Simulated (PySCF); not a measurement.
**SiH2F− (SMILES F[SiH2-]): levels of theory compared**

Wanted: a comparison of 6 runs (B2PLYP/STO-3G, B3LYP/STO-3G, M06-2X/STO-3G, PBE0/STO-3G, UMP2/STO-3G, CCSDTQ/STO-3G) of SiH2F−. 

Program for the calculation: PySCF 2.14.0.

1 further run of the same task is left out (set aside as unsound or not needed).

### 1 Starting point

SiH2F−: 4 atoms, total charge -1, spin state singlet. SMILES: `F[SiH2-]`. The Si2–H3 distance was set to 1.835 Å, away from the relaxed value.

Bond lengths: F1–Si2 1.722 Å, Si2–H4 1.529 Å. Angles: F1–Si2–H4 96.1°. A long bond or contact: Si2–H3 1.835 Å.

### 2 The energy at B2PLYP/STO-3G (run 1)

calc.py reads:

```python
from pyscf import gto, dft, mp

mol = gto.Mole()
mol.atom = [
    ('F', (1.438469, 0.480896, -0.443220)),
    ('Si', (0.100229, -0.601544, -0.499420)),
    ('H', (-1.185360, 0.658330, -0.143280)),
    ('H', (0.289379, -1.167544, 0.907860)),
]
mol.spin = 0
mol.charge = -1
mol.verbose = 3
mol.max_memory = 1860
mol.basis = 'sto-3g'
mol.build()

mf = dft.RKS(mol, xc='0.53*HF + 0.47*B88, 0.73*LYP')
mf.grids.level = 5
mf.conv_tol = 1e-10
mf.kernel()
if not mf.converged:
    mf = mf.newton().run(mf.mo_coeff, mf.mo_occ)

pt = mp.MP2(mf, frozen=6).run()
e_final = mf.e_tot + 0.27 * pt.e_corr
print('PT2 part  %.8f' % (0.27 * pt.e_corr))
print('E = %.10f Eh' % e_final)
```

Command:

```console
$ OMP_NUM_THREADS=1 python calc.py
```

What it wrote:

```text
converged SCF energy = -385.220048699796
E(RMP2) = -385.292150110922  E_corr = -0.0721014111259513
E(SCS-RMP2) = -385.302071063286  E_corr = -0.0820223634892164
PT2 part  -0.01946738
E = -385.2395160808 Eh
```

Run time: 2 s. Hardware: 1 thread of Intel Xeon Platinum 8488C (Sapphire Rapids), shared host; peak memory 0.18 GiB.

### 3 A single-point energy at B3LYP/STO-3G (run 2)

job.py reads:

```python
from pyscf import gto, dft

mol = gto.M(
    atom='''
F    1.438469   0.480896  -0.443220
Si   0.100229  -0.601544  -0.499420
H   -1.185360   0.658330  -0.143280
H    0.289379  -1.167544   0.907860
''',
    charge=-1,
    max_memory=1860,
    spin=0,
    verbose=3,
    basis='sto-3g',
)

mf = dft.RKS(mol)
mf.xc = 'b3lyp'
mf.grids.level = 5
mf.conv_tol = 1e-10
mf.kernel()
if not mf.converged:
    mf = mf.newton().run(mf.mo_coeff, mf.mo_occ)

e_tot = mf.e_tot
print('Final energy', e_tot)
```

Command:

```console
$ OMP_NUM_THREADS=1 python job.py
```

What it wrote:

```text
converged SCF energy = -385.509959289628
Final energy -385.5099592896281
```

Run time: 2.4 s. Hardware: 1 thread of Intel Xeon Platinum 8488C (Sapphire Rapids), shared host; peak memory 0.18 GiB.

### 4 A single-point energy at M06-2X/STO-3G (run 3)

input.py reads:

```python
from pyscf import gto, dft

molecule = gto.M(
    atom='''
F        1.438469       0.480896      -0.443220
Si       0.100229      -0.601544      -0.499420
H       -1.185360       0.658330      -0.143280
H        0.289379      -1.167544       0.907860
''',
    charge=-1,
    max_memory=1860,
    verbose=3,
    basis='sto-3g',
)

myscf = dft.RKS(molecule)
myscf.xc = 'm06-2x'
myscf.grids.level = 5
myscf.conv_tol = 1e-10
myscf.kernel()
if not myscf.converged:
    myscf = myscf.newton().run(myscf.mo_coeff, myscf.mo_occ)

e_tot = myscf.e_tot
print('Final energy', e_tot)
```

Command:

```console
$ OMP_NUM_THREADS=1 python input.py
```

What it wrote:

```text
converged SCF energy = -385.516204328644
Final energy -385.51620432864354
```

It took 3 s on 1 thread of Intel Xeon Platinum 8488C (Sapphire Rapids), shared host; peak memory 0.19 GiB.

Runs 4 to 5 aren't shown in full; the table further down has their settings and results.

### 5 The energy at CCSDTQ/STO-3G (run 6)

input.py reads:

```python
from pyscf import gto, scf, cc

mol = gto.M(
    atom='''
F      2.718312     0.908762    -0.837564
Si     0.189405    -1.136753    -0.943767
H     -2.240006     1.244063    -0.270760
H      0.546847    -2.206338     1.715607
''',
    basis='sto-3g',
    verbose=3,
    charge=-1,
    max_memory=1860,
    unit='bohr',
)

calc0 = scf.RHF(mol)
calc0.conv_tol = 1e-10
calc0.kernel()
if not calc0.converged:
    calc0 = calc0.newton().run(calc0.mo_coeff, calc0.mo_occ)

mycc = cc.CCSDTQ(calc0, frozen=6)
mycc.kernel()
energy = mycc.e_tot
print('E = %.10f Eh' % energy)
```

Command:

```console
$ OMP_NUM_THREADS=1 python input.py
```

What it wrote:

```text
converged SCF energy = -384.555238149703
_make_eris_incore_RCCSDTQ
RCCSDTQ converged
E(RCCSDTQ) = -384.6280878698616   E_corr = -0.07284972015856903
E_corr(same-spin) = -0.00323425311425098
E_corr(oppo-spin) = -0.069615467044318
E = -384.6280878699 Eh
```

Wall time 3.3 s (1 thread of Intel Xeon Platinum 8488C (Sapphire Rapids), shared host); peak memory 0.11 GiB.

### 6 Overview of the runs

```
run          level  frozen core orbitals  integration grid  energy (Eh)  HOMO energy (eV)  LUMO energy (eV)  HOMO–LUMO gap (eV)  wall time
  1  B2PLYP/STO-3G                     6                 5  -385.239516              5.01             16.58               11.57        2 s
  2   B3LYP/STO-3G                     –                 5  -385.509959              6.52             14.75                8.23      2.4 s
  3  M06-2X/STO-3G                     –                 5  -385.516204              5.00             15.97               10.98        3 s
  4    PBE0/STO-3G                     –                 5  -385.305264              6.31             15.03                8.71        2 s
  5    UMP2/STO-3G                     6                 –  -384.605585              2.95             19.33               16.38     0.83 s
  6  CCSDTQ/STO-3G                     6                 –  -384.628088              2.95             19.33               16.38      3.3 s
```

### 7 Results

```
                                                    quantity          value
                                         run 6: total energy  -384.62809 Eh
                  run 6: HOMO energy (Hartree–Fock orbitals)        2.95 eV
                  run 6: LUMO energy (Hartree–Fock orbitals)       19.33 eV
run 6: HOMO–LUMO gap (to an unbound level, set by the basis)       16.38 eV
          run 6: correlation energy (6 core orbitals frozen)      -72.8 mEh
                                        run 6: T1 diagnostic          0.011
```

In words: Over runs 1, 2, 3, 4 the HOMO–LUMO gap runs from 8.23 eV (B3LYP/STO-3G) to 11.57 eV (B2PLYP/STO-3G). The empty levels of an anion lie above zero and hang on the basis. A double hybrid's value is that of its SCF part. Totals of different functionals can't be ranked against each other. In runs 1, 2, 3, 4, 5, 6 the HOMO lies above zero, so the outermost electron may be held by the basis alone. In runs 1, 2, 3, 4, 5, 6 the basis is minimal, so the values are rough. All runs together took 14 s, the longest 3.3 s.
